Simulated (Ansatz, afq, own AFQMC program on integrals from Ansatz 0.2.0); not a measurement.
BH4⁺, triplet in cc-pVTZ, levels against CCSDT(Q)

```xyz
5

B     0.0000    0.0000    0.0000
H     0.4147    0.8125    0.8107
H    -0.4243   -0.8077    0.8105
H    -0.4128    0.8086   -0.8154
H     0.4225   -0.8134   -0.8057
```

Basis cc-pVTZ. Noble-gas cores (and the filled d shells of Ga–Kr and In–Xe) are frozen. Integrals, coupled cluster, full CI and functionals: Ansatz 0.2.0; the random walks run on the same integrals in our own AFQMC program. The CISD trial takes its coefficients from CCSD amplitudes. Released means that phaseless walkers are propagated on without the constraint, phases kept. Free projection: walkers drawn from exp(T), propagated without any constraint. Its projection time is finite, and what remains of the start isn't in its error. Uncertainties: one standard error, sampling alone.

Determinant: UHF, the one that the program's search chose, which needn't be the lowest solution. The geometry is a PBE0/def2-TZVP stationary point of this or a neighbouring charge and spin state.

No full CI on the walks' own integrals is used here; CCSDT(Q) serves as the reference and is uncertain by about the last step of the cluster series.

Cautions: lower spins were not checked; the released energies have errors that jump between times, so the bars are unsure, so no released level is given (meV from the phaseless value at times in 1/Eh: -4.1 ± 2.0 at 0.24, -9.3 ± 2.3 at 0.50, -8 ± 5 at 1.00, -15.5 ± 1.4 at 1.50), though the last usable value meets CCSDT(Q) within the noise; the ph-AFQMC/HF walk drifts between its halves (2.4 errors).

- T1 diagnostic: 0.0224
- weight of the determinant in the CISD state: 0.934
- ⟨S²⟩ of the determinant: 2.022
- size of the correlated space: 6 electrons in 85 orbitals

Reference: CCSDT(Q), correlation energy -3.429 eV.

```csv
level,E − E(reference) (meV),share of correlation (%)
HF,3429.4,0.00
MP2,738.1,78.48
CCSD,111.5,96.75
CCSD(T),22.1,99.36
CCSDT,1.8,99.95
ph-AFQMC/HF,130.6 ± 19.9,96.19
ph-AFQMC/CISD,18.2 ± 2.0,99.47
free AFQMC,0.2 ± 2.9,99.99
```

Free projections are given only where their last times agree within the noise and don't stop above the reference; a slow remainder of the start can still hide under it. A walk keeps the symmetry of its determinant, which the program's search chose and which needn't be the lowest solution, so a lower state of the same spin and another symmetry isn't excluded.
